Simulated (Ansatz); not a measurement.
# Crystal structures of cadmium under LDA

Level of theory: Ansatz 0.2.0, DFT, LDA (PW92), plane waves (420 eV) with PAW, scalar-relativistic. (PAW data from PBE, frozen cores regenerated.)

Each structure is relaxed within its own symmetry, so a high-lying one may be dynamically unstable.

```csv
structure,ΔE (meV/atom),V (Å³/atom),cell,magnetic state
hcp,0,20.28,"a = 2.882 Å, c = 5.638 Å (c/a = 1.957)",spin not included
fcc,16,19.96,a = 4.306 Å,spin not included
dhcp,24,19.87,"a = 3.068 Å, c = 9.749 Å (c/a = 3.178)",spin not included
A15,45,20.21,a = 5.448 Å,spin not included
bcc,85,20.32,a = 3.438 Å,spin not included
omega (AlB2-type),93,20.53,"a = 4.926 Å, c = 2.931 Å (c/a = 0.595)",spin not included
simple cubic,184,23.21,a = 2.852 Å,spin not included
diamond,498,31.39,a = 6.309 Å,spin not included
```

ΔE counts from hcp.

Differences under about 8 meV lie within the error of the k-point mesh.
